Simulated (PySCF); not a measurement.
## Reproducing measurements on thiophene

**The experiment to reproduce.**

NIST CCCBDB Release 22 (SRD 101), experimental dipoles lists, for the gas: dipole moment (dielectric constant against temperature) 0.55 D.

NIST CCCBDB Release 22 (SRD 101), experimental polarizabilities lists, for the gas: mean polarisability 9.01 Å³.

The runs below try to reproduce these values; the comparison stands at the end.

Thiophene, C4H4S.
Atom-mapped SMILES: `[cH:1]1[cH:2][cH:3][s:4][cH:5]1` (hydrogens: H6 on C1; H7 on C2; H8 on C3; H9 on C5)

Cartesian coordinates in Å at the GFN2-xTB level; atoms count from 1:
```
atom  x, y, z in Å
C1    -0.7452   -0.6546   -0.0129
C2     0.6669   -0.7366   -0.0137
C3     1.2574    0.4839    0.0046
S4     0.1036    1.7586    0.0227
C5    -1.1899    0.6262    0.0062
H6    -1.3933   -1.5125   -0.0252
H7     1.2119   -1.6635   -0.0273
H8     2.3025    0.7216    0.0091
H9    -2.2004    0.9828    0.0113
```

The PySCF runs (gas phase, on this GFN2-xTB geometry; no spin–orbit coupling):

```tsv
level	job	basis functions	wall time
PBE0/pcSseg-1	shieldings, charges and field gradients	112	7.2 s
CAM-B3LYP/def2-SVPD	8 singlets by full TDDFT, 3 Tamm–Dancoff triplets, polarisability	139	12 s
```

Hardware: Arm Neoverse V1, one thread, on a shared host.

**Comparison with experiment**

**Dipole moment.** Measured: 0.55 D (NIST CCCBDB Release 22 (SRD 101), experimental dipoles).

| level | computed (D) | computed − measured (D) | % (from the printed values) |
| --- | --- | --- | --- |
| PBE0/pcSseg-1 | 0.52 | -0.03 | -5 |
| CAM-B3LYP/def2-SVPD | 0.56 | +0.01 | +2 |

Closest is CAM-B3LYP/def2-SVPD (+0.01 D), furthest PBE0/pcSseg-1 (-0.03 D); one molecule doesn't rank methods. The computed dipoles belong to one fixed geometry; measured ones are averaged over vibrations unless marked μe. Magnitudes are compared, not signs.

**Mean polarisability.** Measured: 9.01 Å³ (NIST CCCBDB Release 22 (SRD 101), experimental polarizabilities).

```json
{"level": "CAM-B3LYP/def2-SVPD", "computed (Å³)": "9.04", "computed − measured (Å³)": "+0.03", "% (from the printed values)": "0"}
```

The computed values are static and purely electronic, with core orbitals frozen in the response (1 au = 0.148185 Å³). The table of measured values doesn't say here whether a value is static or optical, or holds a vibrational part.

No measured geometry was used, and the causes of the misses weren't examined.
